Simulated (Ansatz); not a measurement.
# A small benchmark: atomisation enthalpy at 298 K

6 molecules of light elements (H to F); the atomisation enthalpy at 298 K in kJ/mol, computed less measured. Shapes, held fixed at every level: PBE0-D4/def2-TZVP. Thermal terms are harmonic and unscaled (PBE0-D4/def2-TZVP); the spin-orbit lowering of the free atoms is taken from their spectra. Programs: Ansatz 0.2.0. Measured values: Active Thermochemical Tables.

Levels: A = HF/def2-TZVPP; B = wB97M-V/def2-TZVPP; C = CCSD(T)/def2-SVP.

```csv
molecule,from tabulated heats,A,B,C
HNC (hydrogen isocyanide),1215,-456,+13,-79
HOCN (cyanic acid),1671,-697,+6,-121
CH3F (SMILES CF),1687,-462,-2,-87
C2H4 (ethylene),2253,-569,-1,-93
C3H6 (cyclopropane),3405,-875,+8,-134
C4H6 (2-butyne),4030,-1054,+1,-165
```

Task: Sum up the errors.

Result: 
```csv
level,kind,mean error,mean absolute error,worst case
HF/def2-TZVPP,Hartree–Fock,-685.5,685.5,C4H6
wB97M-V/def2-TZVPP,range-separated hybrid,+4.2,5.2,HNC
CCSD(T)/def2-SVP,coupled cluster or CI,-113.2,113.2,C4H6
```

On this set wB97M-V/def2-TZVPP has the smallest mean absolute error and HF/def2-TZVPP the largest. HF/def2-TZVPP is too low in 6 of 6; wB97M-V/def2-TZVPP is too high in 4 of 6; CCSD(T)/def2-SVP is too low in 6 of 6. Heats of the atoms come from ATcT where it has them. The levels differ in basis as well as in method. For HF/def2-TZVPP and CCSD(T)/def2-SVP the error tends to grow with the atomisation enthalpy. Hartree–Fock lacks correlation and underbinds. Correlated wave functions converge slowly with the basis. The set is small.
